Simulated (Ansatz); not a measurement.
System: anatase TiO₂ (metastable phase). Method: PBE-D4 (plane waves, PAW; Ansatz, a first-principles code).

Numerical settings: plane-wave cutoff 520 eV, 12×12×12 k mesh, Fermi–Dirac smearing 0.01 eV, no spin polarisation, scalar-relativistic PAW data made under PBE.

Energies at three volumes about the minimum:

```tsv
V (Å³/atom)	E − E_lowest (meV/atom)
11.223	2.57
11.452	0.00
11.681	2.45
```

Fit a parabola by hand: where is the minimum, and what is the bulk modulus?

Slopes: (0.00 − 2.57)/(11.452 − 11.223) = -11.223 and (2.45 − 0.00)/(11.681 − 11.452) = 10.699 meV/Å³. Curvature E″ = 2 × (10.699 − (-11.223))/(11.681 − 11.223) = 95.729 meV/Å⁶. From the middle of the first interval, the slope vanishes at V0 = 11.3375 − (-11.223)/95.729 = 11.455 Å³/atom. B = V0 E″ = 11.455 × 95.729 meV/Å³ × 0.1602 GPa per meV/Å³ = 176 GPa. The full Birch–Murnaghan fit to all volumes gives V0 = 11.452 Å³/atom and B0 = 175 GPa.

Shape and atoms are relaxed at each volume.

Note: the bulk modulus comes from volumes at which shape and atoms were relaxed.
